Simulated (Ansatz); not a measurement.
# BSiH2+ (triplet): from Hartree-Fock to the top rungs, 6-31G

How much of the correlation energy of BSiH2+ (triplet) does each wave-function method recover here?

Program: Ansatz 0.2.0, Gaussian basis. Level of theory: 6-31G, core rule «outside noble gas», up to 6 orbitals frozen. These are calculated values, not measurements.

Plan: UHF; CCSD(T) on ROHF; CCSD(T) on UHF; BCCD(T) on ROHF; CISD; CCSDT(Q) on ROHF; CCSDT(Q) on UHF; CCSDTQ on ROHF; CCSDTQ on UHF; CASSCF and MRCISD+Q, 8 electrons in 10 orbitals; CASSCF and NEVPT2, 8 electrons in 10 orbitals; Full CI.

3 further runs of the same task are left out: 3 set aside as unsound or not needed.

### Step 1. The system

The geometry is a PBE0/def2-TZVP stationary point (not a proven minimum) of the parent state, kept for this charge and spin.

4 atoms, charge 1, spin multiplicity 3.

Atoms are counted from 1 here; the program's logs count them from 0.

Bond lengths: Si1–B2 1.915 Å, Si1–H3 1.512 Å, B2–H4 1.193 Å. Angles: B2–Si1–H3 126.7°, Si1–B2–H4 134.2°.

Geometry (Å):

```xyz
4
charge 1, multiplicity 3
Si    0.0000   -0.0471    0.5518
B     0.0000   -0.0605   -1.3633
H     0.0000    1.1711    1.4474
H     0.0000    0.7893   -2.2001
```

### Step 2. UHF

Input file in.yaml:

```yaml
crystal:
  periodic: [false, false, false]
  atoms:
    - {symbol: Si, position_ang: [0.000000, -0.047060, 0.551810]}
    - {symbol: B, position_ang: [0.000000, -0.060513, -1.363344]}
    - {symbol: H, position_ang: [0.000000, 1.171072, 1.447364]}
    - {symbol: H, position_ang: [0.000000, 0.789266, -2.200146]}
basis:
  gaussian: {orbitals: 6-31G}
total_charge: 1
magnetization: {spin_polarized: true, initial_magnetization: 2}
hamiltonian: {xc: hf}
output: {orbitals: {seedname: orbitals}}
```

Started as:

```console
$ ansatz run in.yaml --threads 1 --pin off --events-out ev --progress --plain --max-ram 4096MiB --backend cpu
```

Further steps of the session: CCSD(T) on ROHF; CCSD(T) on UHF; BCCD(T) on ROHF; CISD; CCSDT(Q) on ROHF; CCSDT(Q) on UHF; CCSDTQ on ROHF; CCSDTQ on UHF; CASSCF and MRCISD+Q, 8 electrons in 10 orbitals; CASSCF and NEVPT2, 8 electrons in 10 orbitals; Full CI.

**Question.** What will the summary of the whole plan be? Wanted: FCI below the RHF energy; RMP2 from FCI; UMP2 from FCI; RCCSD from FCI; RCCSD(T) from FCI; UCCSD(T) from FCI; RCCSDT(Q) from FCI; UCCSDT(Q) from FCI; NEVPT2 valence from FCI.

The runs gave:

```
                         quantity                                                                                                                  value
         FCI below the RHF energy                                                                                                             -2.8188 eV
                    RMP2 from FCI                                                                                                        +20.32 kcal/mol
                    UMP2 from FCI                                                                                                        +19.57 kcal/mol
                   RCCSD from FCI                                                                                                         +2.44 kcal/mol
                RCCSD(T) from FCI                                                                                                         +0.79 kcal/mol
                UCCSD(T) from FCI                                                                                                         +0.80 kcal/mol
               RCCSDT(Q) from FCI                                                                                                         +0.01 kcal/mol
               UCCSDT(Q) from FCI                                                                                                         -0.01 kcal/mol
          NEVPT2 valence from FCI                                                                                                         +3.64 kcal/mol
        MRCISD+Q valence from FCI                                                                                                         +0.13 kcal/mol
levels within 1 kcal/mol (43 meV)  RCCSD(T), UCCSD(T), BCCD(T), RCCSDT, UCCSDT, RCCSDT(Q), UCCSDT(Q), RCCSDTQ, UCCSDTQ, MRCISD valence, MRCISD+Q valence
                    T1 diagnostic                                                                                                                  0.056
   effectively unpaired electrons                                                                                                                   2.06
```

RCCSD(T) lands +0.79 kcal/mol from the yardstick (1.2 % of the correlation energy). The occupations are near whole numbers, but T1 = 0.056 shows that the orbitals relax strongly. Of the multireference levels listed MRCISD+Q valence comes nearest in total energy (+0.13 kcal/mol), which doesn't show that its space is the better one. These misses are within one basis, not against nature; the frozen cores of restricted and unrestricted runs differ, which can shift their rows.
